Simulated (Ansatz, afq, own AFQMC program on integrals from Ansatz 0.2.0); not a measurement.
# BH$_{2}$, doublet in def2-TZVP, levels against full CI

```xyz
3

B    -0.8642    0.7405   -0.8202
H    -1.6222   -0.1906   -0.7235
H    -1.0390    1.8073   -1.3516
```

Basis def2-TZVP. Only valence electrons are correlated. Integrals, coupled cluster, full CI and functionals: Ansatz 0.2.0; the random walks run on the same integrals in our own AFQMC program. The CISD trial takes its coefficients from CCSD amplitudes. Released means that phaseless walkers are propagated on without the constraint, phases kept. Error bars are statistical, one sigma.

Determinant: UHF, the one that the program's search chose, which needn't be the lowest solution. The geometry is a PBE0/def2-SVP stationary point of this or a neighbouring charge and spin state.

Full CI on the same integrals is exact in this basis and with this determinant's frozen core.

```
T1 diagnostic                               : 0.0102
weight of the determinant in the CISD state : 0.950
⟨S²⟩ of the determinant                     : 0.754
size of the correlated space                : 5 electrons in 42 orbitals
```

```json
{"level": "MP2", "correlation energy (eV)": "-2.1102"}
{"level": "CCSD", "correlation energy (eV)": "-2.6403"}
{"level": "CCSD(T)", "correlation energy (eV)": "-2.6901"}
```

(1) Estimate where AFQMC with the constraint released lies against CCSD(T) on the same integrals.

(1) 1.3 ± 0.07 kJ/mol below CCSD(T).

Reference: full CI, correlation energy -2.703 eV. The released energy is read at 2.40 1/Eh (meV from the phaseless value at times in 1/Eh: 1.1 ± 0.6 at 0.24, 0.1 ± 0.6 at 0.51, -1.6 ± 0.5 at 0.99, -3.1 ± 0.6 at 1.62, -3.0 ± 0.7 at 2.40).

```csv
level,E − E(reference) (kJ/mol),share of correlation (%)
CCSD(T),1.3,99.52
CCSDT,0.1,99.97
CCSDT(Q),0.0,100.00
ph-AFQMC/CISD,0.3 ± 0.1,99.90
released AFQMC,0.0 ± 0.07,100.01
```

CCSDT and higher add their correlation energy to the determinant of the CCSD(T) run, since their own runs factorise the integrals more tightly (a shift of under 2 meV). A walk keeps the symmetry of its determinant, which the program's search chose and which needn't be the lowest solution, so a lower state of the same spin and another symmetry isn't excluded. Released energies are given only where the last usable release times agree within the noise; a slower fall can still hide under it.
